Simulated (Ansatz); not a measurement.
We consider solid iodine, described by HSE06 (plane waves, PAW; Ansatz, a first-principles code).

Run with plane-wave cutoff 460 eV, 6×6×4 k mesh (along the axes of the cell as run), Fermi–Dirac smearing 0.01 eV, scalar-relativistic PAW data made under PBE.

Cell (measured lattice):

Space group Cmce (No. 64); a = 7.258 Å, b = 4.783 Å, c = 9.824 Å, α = β = γ = 90.00°

```csv
atom,site,symmetry,x,y,z
I,8f,m..,0.0000,0.1549,0.1175
```
(The calculation used a cell of 4 atoms; values per cell refer to that cell.)

Q: Predict the band gap and smallest direct gap on the k points sampled.

A: 
band gap: 1.91 eV
smallest direct gap on the k points sampled: 2.20 eV

Note: cell and atoms aren't relaxed at this level (largest force component 0.18 eV/Å).

Spin–orbit coupling is not included; with these elements it can move the gap by several tenths of an eV or more.

The computed numbers hold no vibrational or temperature effects.

Cost on a shared machine: around 10 core-minutes (rough).
